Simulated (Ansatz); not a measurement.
The cluster Al2N⁺, relaxed as a triplet with UKS PBE0-D4/def2-TZVP in Ansatz, starting from the PBE0-D4/def2-TZVP geometry of the charge +1 singlet. Force threshold 0.02 eV/Å.

At PBE0-D4/def2-TZVP a broken-symmetry singlet of charge 1 lies 0.13 eV below the triplet, each at its own geometry. The structure comes from a short search, and lower isomers may exist.

Start:

Cartesian coordinates in Å:
```
Al -0.8514 0.5814 1.3521
Al 0.8523 -0.5817 -1.3514
N -0.0008 0.0003 -0.0007
```

Q: Estimate the energy that the relaxation releases and the steps that it takes.

A: 2.3 kcal/mol, in 15 steps; 32 s on 4 threads of Intel Xeon on a shared host. The force fell under the threshold at step 3, but the optimiser went on and released 0.081 eV more. No frequencies were taken in this run, so the end may be a saddle point.

Q: Does the start keep its bonding and symmetry?

A: By distances, no bond broke or formed. The bond that changes most is Al2–N3, from 1.70 to 1.72 Å (atoms count from 1). Point group D∞h at the start, C2v at the end, both within 0.05 Å.

Q: Predict the relaxed structure.

A: 
```xyz
3

Al   -0.620    0.476    1.389
Al    0.961   -0.603   -1.119
N    -0.341    0.127   -0.269
```
Bond lengths (bridged metal pairs left out): 2 × Al–N 1.72 Å.
